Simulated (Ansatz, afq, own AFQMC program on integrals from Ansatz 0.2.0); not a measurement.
Integrals from Ansatz 0.2.0, then the random walk in our own AFQMC program (afq).

```yaml
crystal:
  periodic: [false, false, false]
  atoms:
    - {symbol: Ru, position_ang: [0.000000, 0.000000, 0.000000]}
    - {symbol: H, position_ang: [0.000000, 0.000000, 1.753200]}
basis:
  gaussian: {orbitals: def2-TZVP}
magnetization: {spin_polarized: true, initial_magnetization: 5}
correlation: {method: ccsd_t, electrons: outside_noble_gas, hamiltonian_folder: ham}
```

```sh
$ ansatz run in.yaml --threads 1 --pin off --events-out ev --progress --plain --max-ram 1382MiB
```

afq runs on the folder ham with

```
--method phaseless --trial cisd --walkers 60 --populations 1 --least-time 40 --time-step 0.005 --steps-per-block 50 --equilibration-blocks 40 --max-blocks 300 --target-error 0.00036 --factor-cut 1e-05 --start spin_pure --seed 1815 --release-times 0.24,0.6,1.2,2,3,4.2 --release-step 0.04 --release-every 4 --taylor-order 6
```

Times are imaginary, in 1/Eh. The walk had a cap of 2129 s. Core potentials past Kr, no spin–orbit coupling.

Log:

```
orbitals 42  electrons 7 2  factors 321 of 421
reference energy -94.66292058 Eh
CCSD correlation -0.15324176 Eh in 13 cycles, weight of the determinant in the CISD state 0.9236
energy of the start -94.816104 Eh
 block  time / (1/Eh)  mean weight  energy / Eh
     1     0.250  0.9997  -94.815316
     2     0.500  0.9992  -94.816199
     3     0.750  1.0000  -94.816711
     4     1.000  1.0001  -94.817406
     5     1.250  0.9997  -94.818212
     7     1.750  1.0009  -94.816416
     9     2.250  1.0003  -94.816989
    11     2.750  0.9992  -94.821700
    21     5.250  1.0016  -94.818746
    31     7.750  1.0013  -94.818047
    41    10.250  0.9989  -94.818725
    51    12.750  0.9984  -94.817149
    61    15.250  1.0010  -94.818940
    71    17.750  0.9995  -94.819778
    81    20.250  0.9994  -94.819840
    91    22.750  0.9999  -94.820945
   101    25.250  0.9992  -94.819949
   111    27.750  1.0018  -94.816679
   121    30.250  1.0019  -94.817562
   126    31.500  1.0018  -94.816262
   131    32.750  0.9986  -94.818862
   141    35.250  1.0008  -94.818760
   151    37.750  0.9993  -94.816751
   161    40.250  1.0009  -94.819652
   166    41.500  1.0029  -94.822054
   171    42.750  1.0001  -94.816967
   181    45.250  0.9828  -94.818685
   191    47.750  1.0005  -94.819487
   196    49.000  1.0019  -94.817944
blocks merged  error / Eh  count
     1  0.000144  160
     2  0.000179  80
     4  0.000204  40
     8  0.000239  20
    16  0.000239  10
released: time / (1/Eh)  energy / Eh  error  mean overlap
  0.24  -94.819587  0.000317  0.9871
  0.60  -94.819349  0.000252  0.9918
  1.20  -94.819689  0.000323  0.9849
  2.00  -94.819782  0.000336  0.9783
  3.00  -94.819406  0.000538  1.0110
  4.20  -94.819574  0.000608  1.0091
energy -94.819019 +/- 0.000239 Eh
(rows thinned)
```

The run passed its tests (sampling time, drift between the halves within three errors, error under three times the target), which doesn't prove that it has relaxed.

Against this walk (error 6.5 meV) on the same determinant: CCSD(T) 3.2 meV lower (within the noise), CCSDT(Q) 23.7 meV lower. The error is statistical and leaves out the bias of the constraint. Released to 2.00 1/Eh the energy moves by -21 ± 11 meV (both errors), within twice the noise. CCSDT(Q) is the surest value here, so the walk's 24 meV above it is most likely the bias of the constraint with this trial, which can have either sign.

Cautions: constraint bias not in the error; no spin-orbit coupling; outer-core shells of the metal frozen; lower spins were not checked; higher spins were not checked.

The walk took 6.4 min on 1 thread of Intel(R) Xeon(R) Platinum 8488C (Sapphire Rapids), on a shared host. The log's last line is the phaseless energy.

CCSDT and higher add their correlation energy to the determinant of the CCSD(T) run, since their own runs factorise the integrals more tightly (a shift of under 2 meV). A walk keeps the symmetry of its determinant, which the program's search chose and which needn't be the lowest solution, so a lower state of the same spin and another symmetry isn't excluded.
